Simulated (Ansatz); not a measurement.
Rock-salt CdO, treated with HSE06 (plane waves, PAW; Ansatz, a first-principles code).

Total energies, extrapolated to zero smearing (they compare only within this program, potentials and cutoff; free atoms with spin allowed, lowest state found):

```json
[
 {"system": "rock-salt CdO, relaxed", "energy (eV/atom)": "-4412.4421"},
 {"system": "free Cd atom", "energy (eV/atom)": "-8257.2696"},
 {"system": "free O atom", "energy (eV/atom)": "-561.9592"}
]
```

Question: Work out the cohesive energy per atom.

Answer: E_coh = [1 × (-8257.2696) + 1 × (-561.9592)]/2 − (-4412.4421) = 2.83 eV/atom. The reference value is 3.23 ± 0.03 eV/atom (worked out here from tabulated enthalpies at 298 K, copied from a table, unchecked, brought to a static lattice with a Debye model, atoms in their spin–orbit ground levels; inputs from the CRC Handbook), a difference of -0.40 eV/atom.

The PAW data were made under PBE.
